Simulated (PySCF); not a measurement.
# [LiCl2]-, singlet: computed properties

All numbers come from PBE0 in PySCF with Li def2-TZVPD, Cl def2-TZVPD; no relativity; density-fitted integrals.

The structure is a minimum.

```xyz
3
charge -1 multiplicity 1, angstrom
Li    0.0000    0.0000    0.0000
Cl    0.0000    0.0000    2.1548
Cl    0.0000    0.0000   -2.1548
```

```
Point group                                                                   : D∞h
Bond lengths                                                                  : Li–Cl 2.155 Å (×2)
Bond angles                                                                   : Cl–Li–Cl 180.0°
Enthalpy at 298.15 K above 0 K                                                : 13.70 kJ/mol
Rotational constants                                                          : 0.05191 cm⁻¹
Principal quadrupole moments (Buckingham, traceless) about the centre of mass : -32.56, 16.28, 16.28 D Å
Highest occupied level                                                        : -3.21 eV
Principal polarisabilities                                                    : 52.0, 52.0, 60.3 bohr³
Lowest empty level                                                            : 3.40 eV
Zero-point energy                                                             : 7.1 kJ/mol
Dipole moment about the centre of mass                                        : 0.00 D
Rotational symmetry number                                                    : 2
Heat capacity Cp at 298.15 K                                                  : 56.5 J/(mol K)
Entropy at 298.15 K and 1 bar                                                 : 265.4 J/(mol K)
```

Harmonic modes (masses in u: Li 7.016, Cl 34.969):
```csv
symmetry,ω (cm⁻¹),"IR (km/mol, summed over degenerate members)",μ (u)
πu,168,106,7.57
σg+,207,0.0,34.97
σu+,641,204,7.57
```

In D∞h the vibrations span πu + σg+ + σu+. The σg+ mode carries no infrared intensity, as symmetry demands. With a centre of inversion only u modes can be infrared active and only g modes Raman active.

Charges (e); Mulliken and Löwdin values are unreliable with diffuse functions:
```json
{"atom": "Li1", "Mulliken": "0.86", "Löwdin": "0.34", "polar tensor": "0.69", "Mayer order to Li1": "–"}
{"atom": "Cl2,3", "Mulliken": "-0.93", "Löwdin": "-0.67", "polar tensor": "-0.84", "Mayer order to Li1": "0.13"}
```

Mulliken populations on Li1: s 2.00, p 0.13.

Outer orbital energies (eV). occupied: -16.02, -15.98, -3.83, -3.76, -3.34, -3.34, -3.21, -3.21; empty: 3.40, 3.59, 3.59, 3.68.

Counting electrons, lithium keeps none of its valence electrons outside its bonds, so the VSEPR class is AX2 and the expected shape is linear (D∞h), as computed.

This need not be the most stable arrangement of these atoms. The lowest empty level of this anion is unbound, so it and the gap depend on the basis.

The final relaxation and frequency run took roughly 23 core-seconds on a shared host.
